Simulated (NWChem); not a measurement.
Species: carbonyl sulfide (COS); SMILES O=C=S

All runs: NWChem. Pople sets run with spherical d functions. STO-3G and 3-21G are far too small for this property and stand as cheap habits. Structure relaxed at the PBE0/def2-SVP level. Field at 589 nm.

```
level              isotropic polarisability (bohr³)  anisotropy (bohr³)
-----------------  --------------------------------  ------------------
B3LYP/STO-3G                                   11.5                23.3
B3LYP/6-31G*                                   25.2                31.6
B3LYP/def2-SVP                                 24.0                30.1
B3LYP/def2-SVPD                                35.1                26.4
B3LYP/aug-cc-pVDZ                        (withheld)          (withheld)
B3LYP/def2-TZVPD                               35.7                26.5
```

Task: Fill in the missing entries.

Result: 
- B3LYP/aug-cc-pVDZ, isotropic polarisability (bohr³): 34.4
- B3LYP/aug-cc-pVDZ, anisotropy (bohr³): 27.8
